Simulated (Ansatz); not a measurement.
Reaction (SMILES): [CH](Cl)Cl → Cl[CH-]Cl (an electron is taken up)
B3LYP-D3(BJ)/def2-TZVP geometries, fixed; electronic energies without zero-point terms; positive where energy is released.
Largest species:
```
C
H 1 1.0785
Cl 1 1.7039 2 117.35
Cl 1 1.7039 2 117.35 3 153.21
```
Charge 0, spin multiplicity 2.

Basis-set convergence of the adiabatic electron affinity at r2SCAN with Ansatz (an electronic-structure program). Cartesian d functions, on some or all atoms, in 6-31G*, 6-31+G*, 6-311G**, 6-311+G**; all else is spherical. Open shells are unrestricted. No added dispersion term, no relativity. Functions are those of the species that has most. Reference: the value in aug-pcseg-3, 1.141 eV, itself unsure by roughly 0.004 eV (its mean distance from aug-cc-pV(Q+d)Z, def2-QZVPPD). Deviations are taken from unrounded values.

```csv
basis,functions,adiabatic electron affinity (eV)
6-31G*,55,0.890
6-31+G*,67,1.222
def2-SVP,55,0.670
def2-SVPD,82,1.230
pcseg-1,55,1.265
aug-pcseg-1,86,1.389
cc-pV(D+d)Z,65,0.914
aug-cc-pV(D+d)Z,96,1.279
6-311G**,78,1.238
6-311+G**,90,1.286
def2-TZVP,111,1.034
def2-TZVPD,138,1.153
pcseg-2,112,1.102
aug-pcseg-2,169,1.172
cc-pV(T+d)Z,122,1.019
aug-cc-pV(T+d)Z,179,1.174
def2-TZVPP,129,1.031
def2-TZVPPD,156,1.151
cc-pV(Q+d)Z,213,1.075
aug-cc-pV(Q+d)Z,304,1.147
pcseg-3,221,1.124
aug-pcseg-3,312,1.141
def2-QZVPP,227,1.106
def2-QZVPPD,254,1.143
```

What the diffuse functions change, pair by pair:
- 6-31G* to 6-31+G*: 12 more functions, deviation -0.251 to 0.080 eV
- def2-SVP to def2-SVPD: 27 more functions, deviation -0.471 to 0.089 eV
- pcseg-1 to aug-pcseg-1: 31 more functions, deviation 0.123 to 0.248 eV
- cc-pV(D+d)Z to aug-cc-pV(D+d)Z: 31 more functions, deviation -0.227 to 0.138 eV
- 6-311G** to 6-311+G**: 12 more functions, deviation 0.097 to 0.144 eV
- def2-TZVP to def2-TZVPD: 27 more functions, deviation -0.108 to 0.012 eV
- pcseg-2 to aug-pcseg-2: 57 more functions, deviation -0.039 to 0.030 eV
- cc-pV(T+d)Z to aug-cc-pV(T+d)Z: 57 more functions, deviation -0.122 to 0.032 eV
- def2-TZVPP to def2-TZVPPD: 27 more functions, deviation -0.110 to 0.010 eV
- cc-pV(Q+d)Z to aug-cc-pV(Q+d)Z: 91 more functions, deviation -0.066 to 0.006 eV
- pcseg-3 to aug-pcseg-3: 91 more functions, deviation -0.017 to 0.000 eV
- def2-QZVPP to def2-QZVPPD: 27 more functions, deviation -0.035 to 0.001 eV

Leaving out the reference's own pair, they bring the value nearer the reference by more than 0.004 eV in 9 of 11 pairs.
